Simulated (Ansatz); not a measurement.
# CHCl (triplet): the correlation ladder, def2-QZVPP

One table from this session's results is given with a row withheld; the runs are named, their logs left out.

Method: def2-QZVPP, core rule «outside noble gas», up to 6 orbitals frozen; program: Ansatz 0.2.0, Gaussian basis.

Plan: UHF; ROHF; CCSD(T) on UHF.

2 further runs of the same task are left out: 2 set aside as unsound or not needed.

### The system

The geometry is a PBE0/def2-TZVP stationary point (not a proven minimum) of the parent state, kept for this charge and spin.

3 atoms, charge 0, spin multiplicity 3.

Atoms are counted from 1 here; the program's logs count them from 0.

Bond lengths: C1–Cl2 1.682 Å, C1–H3 1.112 Å. Angles: Cl2–C1–H3 102.4°.

Set-up of the first run:

in.yaml

```yaml
crystal:
  periodic: [false, false, false]
  atoms:
    - {symbol: C, position_ang: [0.000000, -0.159533, 1.214848]}
    - {symbol: Cl, position_ang: [0.000000, 0.028656, -0.456279]}
    - {symbol: H, position_ang: [0.000000, 0.893064, 1.572802]}
basis:
  gaussian: {orbitals: "def2-QZVPP.json"}
magnetization: {spin_polarized: true, initial_magnetization: 2}
hamiltonian: {xc: hf}
output: {orbitals: {seedname: orbitals}}
```

Run with:

```sh
ansatz run in.yaml --threads 1 --pin off --events-out ev --progress --plain --max-ram 2393MiB
```

Steps of the session up to this table: UHF; ROHF; CCSD(T) on UHF.

One of the session's tables, all rows but one given; the rest of the session is left out.

| method | from UCCSD(T) (kJ/mol) |
| --- | --- |
| ROHF | +993.4 |
| UHF | +977.0 |
| UMP2 | ? |
| UCCSD | +43.6 |
| UCCSD(T) | 0 |

**Question.** Estimate the row for UMP2.

The run gave: from UCCSD(T) (kJ/mol): +117.9. In the column «from UCCSD(T) (kJ/mol)» it lies between UCCSD (+43.6) and UHF (+977.0).
